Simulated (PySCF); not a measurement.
# O: ionisation energy

O [He] 2s2 2p4 (3P) → O⁺ [He] 2s2 2p3 (4S), as a difference of total energies. Computed with PySCF 2.14 in aug-cc-pVDZ-DK, with scalar relativity by spin-free X2C-1e. Correlated levels: valence: 1s2 frozen. The calculations carry no spin-orbit coupling.

```json
{"method": "UHF", "ionisation energy (eV)": "12.047", "error (eV)": "-1.561"}
{"method": "LDA", "ionisation energy (eV)": "13.988", "error (eV)": "+0.380"}
{"method": "PBE", "ionisation energy (eV)": "14.039", "error (eV)": "+0.431"}
{"method": "PBE0", "ionisation energy (eV)": "13.842", "error (eV)": "+0.234"}
{"method": "r2SCAN", "ionisation energy (eV)": "13.711", "error (eV)": "+0.103"}
{"method": "M06", "ionisation energy (eV)": "13.869", "error (eV)": "+0.261"}
{"method": "BLYP", "ionisation energy (eV)": "14.130", "error (eV)": "+0.522"}
{"method": "HSE06", "ionisation energy (eV)": "13.858", "error (eV)": "+0.250"}
{"method": "wB97X", "ionisation energy (eV)": "13.819", "error (eV)": "+0.211"}
{"method": "ROHF", "ionisation energy (eV)": "12.011", "error (eV)": "-1.597"}
{"method": "MP2 (valence)", "ionisation energy (eV)": "13.086", "error (eV)": "-0.522"}
{"method": "SCS-MP2 (valence)", "ionisation energy (eV)": "13.105", "error (eV)": "-0.503"}
```

Reference: 13.608 eV (measured; NIST levels, between the centres of gravity of the two terms).

Errors of the correlated levels include the incompleteness of this basis and the frozen core.
